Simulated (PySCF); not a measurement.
Compound: thioketene, C2H2S.
Numbering: `[CH2:1]=[C:2]=[S:3]` (hydrogens: H4, H5 on C1)

Theory: PySCF 2.14.0, PBE0-D3(BJ)/def2-SVP geometry optimisation, gas phase.

Question: Give the optimised bond lengths and angles.

Answer: 
```json
{"bond": "C1=C2", "length (pm)": "131.1", "order": "double"}
{"bond": "C2=S3", "length (pm)": "155.9", "order": "double"}
{"bond": "C1–H4, C1–H5", "length (pm)": "109.4", "order": "single"}
```

Bonds in one row agree within 1 pm and their mean is given. Orders are formal, as drawn. A selection of angles:
```json
{"angle": "C2–C1–H4", "degrees": "120.5"}
{"angle": "H4–C1–H5", "degrees": "119.0"}
{"angle": "C1–C2–S3", "degrees": "180.0"}
```

Point group: C2v (every atom within 0.08 Å of its image). No frequency check.
